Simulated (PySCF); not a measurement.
aluminum trihydride, AlH3, SMILES [AlH3], point group D3h.

Force field and properties: B3LYP/pcSseg-2 (PySCF, grid level 2). Vibrational terms come from second-order perturbation theory with semi-diagonal cubic constants, by steps of ±0.6 along the normal coordinates of each isotopologue. The parent has the commonest isotopes.

Equilibrium geometry (Å):

```json
{"atom": "Al1", "x": "0.0102", "y": "0.0048", "z": "-0.1740"}
{"atom": "H2", "x": "-1.3375", "y": "-0.8087", "z": "-0.2892"}
{"atom": "H3", "x": "0.0180", "y": "1.4260", "z": "0.5125"}
{"atom": "H4", "x": "1.3502", "y": "-0.6031", "z": "-0.7454"}
```

Species: ²H at 2. Output of the displacement run:

```
mode    cm-1    km/mol   phi_rrr   E(+)/cm-1  E(-)/cm-1
  1    656.03   322.21       0.4     118.58     118.55
  2    663.28   156.50       1.1     119.60     119.60
  3    801.81   226.23     -62.5     142.40     146.89
  4   1397.45    98.39    -641.9     229.85     276.07
  5   1940.08    94.26     731.5     376.90     324.16
  6   1944.92   273.39      38.9     352.93     350.11
```

For the shielding of H2 (σe = 26.22 ppm):

```csv
mode,ω (cm⁻¹),Σr φrrs (cm⁻¹),∂σ/∂q,∂²σ/∂q²
1,656,1,0.000,-0.151
2,663,2,0.000,-0.305
3,802,-3,0.058,-0.064
4,1397,-585,-0.854,0.066
5,1940,979,0.147,-0.019
6,1945,20,0.003,-0.014
```

**Question.** Work out the zero-point average of this shielding.

**Answer.** With ⟨qs⟩ = −Σr φrrs/(4ωs) and ⟨qs²⟩ = 1/2: the mean displacements are -0.001, -0.001, 0.001, 0.105, -0.126, -0.003. The anharmonic term Σ (∂σ/∂q)⟨q⟩ is -0.11 ppm, the harmonic term ¼ Σ ∂²σ/∂q² is -0.12 ppm, so ⟨σ⟩ = 25.99 ppm.
